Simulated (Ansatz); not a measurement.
Species: thioethanol, C2H6S, net charge 0, singlet state. 
Coordinates optimised at B3LYP-D3(BJ)/def2-TZVP (Ansatz, an electronic-structure program):
```
C
H 1 1.0895
H 1 1.0895 2 108.66
C 1 1.5216 2 110.62 3 -121.62
H 4 1.0912 1 111.13 2 -59.55
H 4 1.0912 5 108.12 1 122.21
H 4 1.0914 5 108.11 6 116.82
S 1 1.8346 2 108.91 3 118.50
H 8 1.3430 1 97.16 2 -59.17
```

Basis-set convergence of Hartree-Fock and CCSD correlation energies (hartree) with Ansatz. Correlated levels leave the core frozen unless marked. No spin-orbit coupling. Non-relativistic.

```json
[
 {"basis": "cc-pV(D+d)Z", "functions": "81", "E(HF)": "-476.76756", "E(corr, CCSD)": "-0.47931"},
 {"basis": "cc-pV(T+d)Z", "functions": "183", "E(HF)": "?", "E(corr, CCSD)": "?"}
]
```

### Question
What belongs in the gaps?

### Answer

- cc-pV(T+d)Z, E(HF): -476.80680
- cc-pV(T+d)Z, E(corr, CCSD): -0.58189
